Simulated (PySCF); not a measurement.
Species: difluoromethyl radical, CHF2 (doublet state).
InChI=1S/CHF2/c2-1-3/h1H

Computed, not measured: PBE0-D3(BJ)/def2-SVP geometry optimisation, gas phase in PySCF.

Take the most abundant isotopes and a rigid rotor. 

(1) Give the principal moments of inertia and the rotational constants in cm⁻¹.

(2) What kind of rotor is it?

(3) What does the inertial defect say?

(4) Give the other two planar moments, Paa and Pbb, and the rms extents of the mass along the axes.

(5) Give the coordinates in the principal-axis frame, origin at the centre of mass.

(6) Which types of transition are allowed, and where do some lines up to J = 3 fall?

(7) Estimate the classical rotational partition function at 200 K and 500 K.

## Answers

(1) Ia = 7.37, Ib = 45.61, Ic = 52.19 u·Å²; 505379 MHz·u·Å²/I gives 68607, 11080 and 9683 MHz, that is A = 2.28848, B = 0.36959, C = 0.32300 cm⁻¹.

(2) A near-prolate asymmetric top. Ray's parameter κ = (2B − A − C)/(A − C) = -0.953; −1 is the prolate and +1 the oblate limit.

(3) Not planar: Δ = Ic − Ia − Ib = -0.79 u·Å². For a rigid frame Δ = −2 Σ m c², so Σ m c² = 0.39 u·Å² lies off the ab plane: 0.27 from hydrogen and 0.13 from heavier atoms. The atom farthest from that plane is 0.52 Å away.

(4) Paa = Σ m a² = (Ib + Ic − Ia)/2 = 45.22 and Pbb = Σ m b² = (Ia + Ic − Ib)/2 = 6.97 u·Å². With the mass M = 51.00 u, the rms extents √(P/M) along a, b and c are 0.94, 0.37, 0.09 Å.

(5) The sense of each axis is arbitrary; atoms in the order of the calculation.
```csv
atom,mass (u),a (Å),b (Å),c (Å)
F1,18.998,-1.091,-0.204,-0.017
C2,12.000,0.000,0.525,0.098
F3,18.998,1.091,-0.204,-0.017
H4,1.008,0.000,1.439,-0.516
```

(6) The dipole components are |μa| = 0.00 D, |μb| = 1.19 D, |μc| = 0.50 D; the mirror of this Cs structure is the bc plane, so μa vanishes by symmetry and there are no a-type lines. Intensities carry the squares of the components, which stand as 1.00 : 0.18 (b : c). Some lines, for components of 0.1 D or more:

```
type  branch         J(Ka,Kc)     MHz  lower level (cm⁻¹)
   c       Q  2(1,2) ← 2(0,2)   56155               2.077
   b       Q  3(1,2) ← 3(0,3)   62525               4.151
   b       R  1(1,1) ← 0(0,0)   78290               0.000
   c       Q  3(2,2) ← 3(1,2)  170501               6.237
   c       R  2(2,0) ← 1(1,0)  215529               2.658
   b       R  2(2,0) ← 1(1,1)  216926               2.611
   b       R  3(2,2) ← 2(1,1)  234870               4.090
   c       R  3(2,1) ← 2(1,1)  234996               4.090
   c       R  3(2,2) ← 2(1,2)  239061               3.950
   c       R  3(3,0) ← 2(2,0)  353407               9.847
```

(7) Point group Cs, symmetry number σ = 1; q = (√π/σ)·√((kT/h)³/(ABC)), k/h = 20836.6 MHz/K: 5560 at 200 K, 22000 at 500 K.

For this open shell read J as N, the rotation without spin; fine and hyperfine splittings come on top. Not checked by PBE0-D3(BJ)/def2-SVP frequencies. ⟨S²⟩ = 0.752 (exact for a doublet: 0.75). Zero-point vibration and centrifugal distortion are left out.
